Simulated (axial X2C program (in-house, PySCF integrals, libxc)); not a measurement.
# PS with a deliberately poor setting

Computed with an in-house all-electron X2C program for linear molecules (integrals from PySCF).

Input:
```json
{"zs": [16, 15], "q": 0, "bas": ["dyall-v3z", "dyall-v3z"], "levels": ["PBE0", "HF", "r2SCAN0", "B3LYP"], "cc": false, "r0": 1.96, "npts": 10, "nst": 2, "ntry": 6, "opt": {"nrad": 30, "nth": 6}}
```
```bash
python so2c.py task.json out
```

Keys: zs atomic numbers; q charge; bas basis sets; levels methods; cc coupled cluster on or off; r0 starting distance in Å; npts points on the curve; nst determinants followed; ntry starts of the search; nrad radial grid points; nth angular grid points. HF also brings MP2.

Task: One numerical setting was spoiled on purpose. Which, and what came out?

Result: Integration grid too coarse. The grid acts on the functional rows and the state search only. States: spin-free M_S = 1/2, Λ = 1; 2c Ω = 1/2. The apparent results, which are not to be taken for properties of PS:

| Hamiltonian | level | points converged | Re (Å) | ωe (cm⁻¹) | De (eV) | curve-fit residual (μEh) |
| --- | --- | --- | --- | --- | --- | --- |
| spin-free | PBE0 | 10 of 10 | 1.908 | 742 | 4.27 | 3.5 |
| spin-free | HF | 10 of 10 | 1.922 | 536 | 1.66 | 20 |
| spin-free | MP2 | 10 of 10 | 1.836 | 1163 | 3.93 | 400 |
| spin-free | r2SCAN0 | 10 of 10 | 1.901 | 753 | 3.99 | 1 |
| spin-free | B3LYP | 10 of 10 | 1.921 | 711 | 4.29 | 2.4 |
| 2c | PBE0 | 10 of 10 | 1.909 | 742 | 4.29 | 3.4 |
| 2c | HF | 10 of 10 | 1.923 | 537 | 1.67 | 19 |
| 2c | MP2 | 10 of 10 | 1.836 | 1155 | 3.92 | 380 |
| 2c | r2SCAN0 | 10 of 10 | 1.901 | 752 | 4.01 | 0.78 |
| 2c | B3LYP | 10 of 10 | 1.922 | 710 | 4.31 | 2.4 |
